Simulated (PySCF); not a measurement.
## Stretching Cl₂⁻

Set-up: Cl aug-cc-pVDZ-DK; spin-free X2C with a Gaussian nucleus (PySCF 2.14). Energies in eV from Cl + Cl⁻ in their ground configurations at the same level. State: doublet, unpaired electrons σ ↑.

All columns are PBE0.

```
R (Å)  E (eV)  HOMO (eV)  LUMO (eV)  Mayer bond order  ⟨S²⟩
2.292  -1.179      -0.60       2.60              0.41  0.75
2.398  -1.388      -1.13       2.12              0.42  0.75
2.505  -1.500      -1.59       1.68              0.44  0.75
2.585  -1.538      -1.89       1.38              0.44  0.75
2.665  -1.548      -2.16       1.11              0.45  0.75
2.745  -1.537      -2.41       0.86              0.45  0.75
2.852  -1.503      -2.65       0.56              0.46  0.75
2.985  -1.441      -2.77       0.24              0.47  0.75
3.145  -1.356      -2.90      -0.09              0.47  0.75
3.358  -1.245      -2.78      -0.45              0.48  0.76
```

The state is the lowest determinant that a PBE0 search found; another state may lie lower at other levels.
